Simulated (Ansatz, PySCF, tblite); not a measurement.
Ladder of methods for the band gap of zinc-blende AlP

Reference value: 2.54 eV (measured, zero-point renormalisation of 0.02 eV added back here (the table's ZPR column); inputs from Chen et al. (2018), doi:10.1103/physrevmaterials.2.073803).

| level (code) | value (eV) | cell (Å³/atom) |
|---|---|---|
| IPEA1-xTB (tblite) | 2.72 | 20.57 |
| LDA (Ansatz) | 1.45 (indirect) | 20.38 |
| PBE (Ansatz) | 1.59 (indirect) | 20.38 |
| PBE-D4 (Ansatz) | [?] | 20.26 |
| B3LYP (VWN-RPA form) (Ansatz) | [?] | 20.38 |
| HSE06 (Ansatz) | 2.27 (indirect) | 20.38 |
| Hartree–Fock (Ansatz) | [?] | 20.38 |
| G0W0@Hartree–Fock (PySCF) | 3.96 ± 0.1 | 20.38 |
| G0W0@HSE06+SOC (Ansatz) | 2.74 | 20.38 |

**Question.** What belongs in the gaps?

**Answer.** 
- PBE-D4 (Ansatz, an electronic-structure program), value (eV): 1.57 (indirect)
- B3LYP (VWN-RPA form) (Ansatz), value (eV): 2.94 (indirect)
- Hartree–Fock (Ansatz), value (eV): 7.82 (indirect)

Errors against the reference: IPEA1-xTB +0.18 eV, LDA -1.09 eV, PBE -0.95 eV, PBE-D4 -0.97 eV, B3LYP (VWN-RPA form) +0.40 eV, HSE06 -0.27 eV, Hartree–Fock +5.28 eV, G0W0@Hartree–Fock +1.42 eV, G0W0@HSE06+SOC +0.20 eV.

Leaving aside IPEA1-xTB (doubt noted below): Once the reference is moved by up to 0.10 eV (a margin picked here for doubts on the reference and the settings) and values within 0.03 eV count as equal, the nearest can be G0W0@HSE06+SOC (+0.20 eV) or HSE06 (-0.27 eV). Among them Hartree–Fock (+5.28 eV) misses by most. Within 0.5 eV: B3LYP (VWN-RPA form), HSE06, G0W0@HSE06+SOC.

Semilocal Kohn–Sham gaps run low as a rule, and all computed gaps are for a static lattice, while measured ones hold electron–phonon shifts unless said otherwise.  A ± on a computed value is a rough bar: the spread of its extrapolation, a floor set from checks against published values, or a statistical error. IPEA1-xTB: the gap is read on the k mesh or supercell of the run alone and can be too large. IPEA1-xTB: this parameter set was refitted to ionisation energies, not structures. G0W0@HSE06+SOC: GW on a hybrid start was not checked against another program. G0W0@HSE06+SOC: spin–orbit coupling enters as the shift of the gap found with a semilocal functional. Values are at the measured cell; IPEA1-xTB at the level's own equilibrium cell; PBE-D4 at the level's own equilibrium cell. Cutoffs and k meshes differ between the levels. Ansatz's density-functional and Hartree–Fock values are scalar-relativistic unless marked +SOC, with PAW data made under PBE.

Differences are worked out from the printed values.
